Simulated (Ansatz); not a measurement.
# HO5S: the cost of one run

All numbers are computed with the Python package of Ansatz 0.2.0. Level of theory: r2SCAN/def2-SVP.

## (1) The system

Bond lengths: O1–O2 1.489 Å, O2–S3 1.656 Å, S3–O4 1.458 Å, S3–O5 1.458 Å, S3–O6 1.467 Å, O1–H7 0.989 Å. Angles: O1–O2–S3 113.1°, O2–O1–H7 95.8°, O2–S3–O4 104.3°, O2–S3–O5 104.3°, O2–S3–O6 101.6°, O4–S3–O5 115.4°, O4–S3–O6 114.5°, O5–S3–O6 114.5°.

No structure file is read: the coordinates are typed or built in the script.

## (2) The script

Input file ho5s.py:

```python
"""Vibrations and zero-point energy of HO5S(-)."""

import itertools

import ansatz
from ase.data import atomic_numbers, covalent_radii
import numpy as np

BASIS = "def2-SVP"
FUNCTIONAL = "r2scan"
NET_CHARGE = -1

molecule = (
    ansatz.Crystal.molecule()
    .atom("O", (1.6924, -0.3332, -0.7086))
    .atom("O", (0.514, -1.02, -0.1114))
    .atom("S", (-0.7019, 0.0229, 0.3069))
    .atom("O", (-0.8501, -0.1559, 1.7467))
    .atom("O", (-1.8394, -0.4094, -0.4969))
    .atom("O", (-0.1327, 1.3156, -0.0902))
    .atom("H", (1.3176, 0.58, -0.6466))
)

model = (
    molecule.calculation()
    .basis(gaussian=BASIS)
    .functional(FUNCTIONAL)
    .charge(NET_CHARGE)
)
symbols = [site.symbol for site in molecule.cartesian_sites]
start = np.array([site.position_ang for site in molecule.cartesian_sites], dtype=float)
data = model.relax(force_tolerance=0.003).run(threads=1).report
end = np.array(data["positions_ang"])

# pairs closer than 1.2 times the sum of covalent radii, before or after
radius = [covalent_radii[atomic_numbers[s]] for s in symbols]
span = lambda where, i, j: np.linalg.norm(where[i] - where[j])
bonded = [(i, j) for i, j in itertools.combinations(range(len(symbols)), 2) if min(span(start, i, j), span(end, i, j)) < 1.2 * (radius[i] + radius[j])]
print("pair        before    after (A)")
for i, j in bonded:
    print(f"{symbols[i]}{i}-{symbols[j]}{j}".ljust(10), f"{span(start, i, j):8.4f} {span(end, i, j):8.4f}")

# frequencies need a stationary point, so they are taken at the relaxed geometry
minimum = ansatz.Crystal.molecule()
for symbol, place in zip(symbols, end):
    minimum = minimum.atom(symbol, place.tolist())
vibrating = (
    minimum.calculation()
    .basis(gaussian=BASIS)
    .functional(FUNCTIONAL)
    .charge(NET_CHARGE)
    .phonons(temperatures=(100, 500, 100))
)
vib = vibrating.run(threads=1).report["vibrations"]
sums = vib["harmonic_sums"]
modes = [m["omega_inv_cm"] for m in sums["modes_at_gamma"] if m["rigid_motion"] == "no"]
for number, w in enumerate(modes, start=1):
    print(f"mode {number:2d} {w:9.1f} 1/cm {w / 8065.544 * 1000:8.2f} meV")
print("imaginary modes:", sum(w < 0 for w in modes), " zero-point energy:", round(sums["zero_point_energy_ev"], 4), "eV")
print("T (K)   F_vib (eV)   S_vib (meV/K)   C_vib (meV/K)")
for row in zip(sums["temperatures_k"], sums["vibrational_free_energy_ev"], vib["entropy_ev_per_k"], vib["heat_capacity_ev_per_k"]):
    print(f"{row[0]:6.1f} {row[1]:11.4f} {1000 * row[2]:13.4f} {1000 * row[3]:15.4f}")

# all hydrogen replaced by deuterium
heavier = vibrating.phonons(masses={"H": 2.014102}).run(threads=1).report["vibrations"]["harmonic_sums"]
print("deuterated (1/cm):", " ".join(f"{m['omega_inv_cm']:.0f}" for m in heavier["modes_at_gamma"] if m["rigid_motion"] == "no"))
print("zero-point energy falls by", round(sums["zero_point_energy_ev"] - heavier["zero_point_energy_ev"], 4), "eV")
```

## (3) The input behind the calls

The engine receives this input (first run):

```yaml
crystal:
  periodic: [false, false, false]
  atoms:
    - { symbol: O, position_ang: [1.6924, -0.3332, -0.7086] }
    - { symbol: O, position_ang: [0.514, -1.02, -0.1114] }
    - { symbol: S, position_ang: [-0.7019, 0.0229, 0.3069] }
    - { symbol: O, position_ang: [-0.8501, -0.1559, 1.7467] }
    - { symbol: O, position_ang: [-1.8394, -0.4094, -0.4969] }
    - { symbol: O, position_ang: [-0.1327, 1.3156, -0.0902] }
    - { symbol: H, position_ang: [1.3176, 0.58, -0.6466] }
basis:
  gaussian:
    orbitals: def2-SVP
hamiltonian:
  xc: r2scan
total_charge: -1.0
relax:
  f_tol: 0.003
```

## (4) The run

Command:

```
> python ho5s.py
```

Q: Estimate wall time and peak memory on 1 thread of Intel Xeon Platinum 8259CL at 2.50GHz (Skylake/Cascade Lake), shared host.

About 5.5 min, with a peak of 0.23 GiB.
